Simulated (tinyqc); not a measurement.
Worked calculation: Pariser-Parr-Pople SCF with singles CI, for the molecule C=C(O)C(=O)F (SMILES; centres numbered as the heavy atoms are written). One step of it, computed by the program tinyqc.

Problem. Iteration 1: orbitals and new P. Diagonalise F (the basis is taken as orthonormal) and form P = 2 sum c c over the lowest orbitals.

F (eV), order 1C, 2C, 3O, 4C, 5O, 6F:
$$\begin{pmatrix}
-3.230201 & -3.809264 & 0.129394 & 0.039500 & 0.186246 & 0.002714 \\
-3.809264 & -6.258297 & -2.353012 & -3.124262 & 0.891224 & 0.066437 \\
0.129394 & -2.353012 & -8.583825 & 0.109742 & -0.169795 & -0.009306 \\
0.039500 & -3.124262 & 0.109742 & -4.835332 & -5.766445 & -2.340873 \\
0.186246 & 0.891224 & -0.169795 & -5.766445 & -8.074121 & 0.285379 \\
0.002714 & 0.066437 & -0.009306 & -2.340873 & 0.285379 & -15.299872
\end{pmatrix}$$

pi electrons, sum of z_r less the charge = 8

Give: orbital energies; P after iteration 1.

Solution.

orbital energies (eV): [-16.0310, -12.4027, -10.6947, -7.3317, -1.6428, 1.8213]

P after iteration 1, order 1C, 2C, 3O, 4C, 5O, 6F:
$$\begin{pmatrix}
0.5974 & 0.8228 & -0.2460 & 0.1829 & -0.2539 & -0.0510 \\
0.8228 & 1.3106 & 0.1926 & 0.3847 & -0.1977 & -0.0488 \\
-0.2460 & 0.1926 & 1.9456 & -0.0829 & 0.0364 & 0.0094 \\
0.1829 & 0.3847 & -0.0829 & 0.8052 & 0.8580 & 0.1939 \\
-0.2539 & -0.1977 & 0.0364 & 0.8580 & 1.3730 & -0.1411 \\
-0.0510 & -0.0488 & 0.0094 & 0.1939 & -0.1411 & 1.9682
\end{pmatrix}$$
